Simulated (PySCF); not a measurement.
**Neon: a sound run and one with changed settings**

Sound run: Ne [Ne], Ne+ [He] 2s2 2p5. Computed with PySCF 2.14 in cc-pVTZ (4s3p2d1f, 30 functions), with the non-relativistic Hamiltonian (point nucleus). The sound run starts from symmetry-adapted Hartree-Fock orbitals and uses a fine grid where one is needed.

Changed run: radial step 0.3 in ln r (0.13 in the sound run). This setting is unsound on purpose.

```
species  method  sound run (hartree)  changed run (hartree)  converged
     Ne     UHF           -128.53186             -128.53186        yes
     Ne     LDA           -128.21363             -128.21371        yes
     Ne   B3LYP           -128.96186             -128.96198        yes
    Ne+     UHF           -127.80888             -127.80888        yes
    Ne+     LDA           -127.40188             -127.40194        yes
    Ne+   B3LYP           -128.16744             -128.16745        yes
```

Ionisation energy of Ne:

```tsv
method	sound run (eV)	changed run (eV)
UHF	19.673	19.673
LDA	22.089	22.089
B3LYP	21.617	21.620
```

A coarse radial grid mis-integrates the density and the exchange-correlation energy, with errors of either sign; Hartree-Fock needs no grid.

For comparison, NIST gives 21.565 eV between the lowest levels.
